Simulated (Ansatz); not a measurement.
`C=CC(C)C`. Total charge 0; spin multiplicity 1. Geometry: relaxed with PBE0-D4/def2-TZVP. It is one conformer, not always the lowest.

```xyz
15

C     0.674   -0.987   -1.925
C     0.601   -0.073   -0.968
C    -0.264   -0.157    0.249
C     0.589   -0.159    1.514
C    -1.265    0.995    0.275
H     1.324   -0.864   -2.783
H     0.082   -1.897   -1.883
H     1.212    0.827   -1.047
H    -0.821   -1.100    0.203
H    -0.038   -0.223    2.407
H     1.285   -1.001    1.521
H     1.177    0.762    1.586
H    -0.747    1.958    0.302
H    -1.904    0.936    1.160
H    -1.904    0.984   -0.611
```

Q: What is the dipole moment at B3LYP/def2-TZVPP? (Best estimate.)

A: Ansatz gave: 0.37 D, with components (-0.16, 0.09, 0.32) D in this frame, pointing from negative to positive charge.

Q: And with PBE, r2SCAN, ωB97M-V? (Best estimate.)

A: The calculation gave: PBE 0.39 D, r2SCAN 0.40 D, ωB97M-V 0.35 D.

Q: Give the Mulliken charges with B3LYP, ωB97M-V, PBE in def2-TZVPP. (An estimate is asked.)

A: Ansatz gave: 
```
atom  B3LYP  ωB97M-V    PBE
  C1  -0.23    -0.22  -0.21
  C2  -0.13    -0.13  -0.13
  C3   0.11    -0.02   0.13
  C4  -0.26    -0.30  -0.26
  C5  -0.26    -0.30  -0.26
  H6   0.10     0.10   0.09
  H7   0.08     0.08   0.07
  H8   0.09     0.11   0.07
  H9   0.02     0.05   0.02
 H10   0.08     0.10   0.07
 H11   0.09     0.11   0.09
 H12   0.07     0.10   0.07
 H13   0.07     0.10   0.07
 H14   0.08     0.10   0.07
 H15   0.09     0.11   0.09
```

B3LYP here is the variant with VWN-RPA as its local correlation; programs differ in this.
